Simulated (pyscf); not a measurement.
Structures and frequencies: ωB97X-D3(BJ)/def2-SVP in PySCF. Correlated levels are frozen-core, on RHF or UHF. ΔMP2 is the change of the MP2 total energy from the triple- to the quadruple-zeta basis.

Task: List the bond dissociation enthalpies at 298 K of `[SH][Ga]([Cl])[Cl]` from CCSD(T)/def2-TZVPP + ΔMP2(QZVPP), from the weakest bond up.

Result: Ga–S to SH• + [Cl–Ga–Cl]•: 3.64 eV; H–S to •S–Ga(Cl)–Cl + H•: 3.94 eV; Cl–Ga to [HS–Ga–Cl]• + Cl•: 4.38 eV. Ring and multiple bonds, and those that leave no two simple radicals, are not listed. The radicals are drawn with the spin at the cut bond; how far it spreads was not checked. Other isomers of •S–Ga(Cl)–Cl, [HS–Ga–Cl]• were not searched in full and may lie lower. The CCSD(T) − MP2 part came from Ansatz, without density fitting, on the same reference. The frozen core leaves the outer d or s,p core shells of the metals and heavy elements correlated in the MP2 and CC values, and def2-TZVPP describes them poorly, which can shift differences by a few kcal/mol. Left out: the spin-orbit lowering of Cl, SH. Elements up to Kr have no core potential and no relativistic terms here.
